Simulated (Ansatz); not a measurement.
Frontier orbitals of C2H3FO2, SMILES `O/C=C(\O)F`.

Charge 0, multiplicity 1. The geometry is a stationary point of PBE0-D4/def2-TZVP. It is one conformer, not always the lowest. Basis def2-TZVPP, the Gaussian-basis code of Ansatz.

```tsv
functional	HOMO (eV)	LUMO (eV)	gap (eV)
LDA (SPW92)	-5.33	-0.43	4.90
PBE	-5.13	-0.28	4.85
B97M-V	-5.41	0.04	5.45
PBE0	-6.44	0.62	7.06
r2SCANh	-5.85	0.72	6.57
HSE06 (plane-wave form)	-6.03	0.25	6.28
ωB97M-V	-8.71	2.09	10.80
```

From PBE to PBE0 the HOMO moves by −1.31 eV and the LUMO by +0.90 eV, and with ωB97M-V by −3.58 and +2.37 eV, so the gap grows from 4.85 to 10.80 eV with exact exchange. A positive LUMO is unbound and depends on the basis.
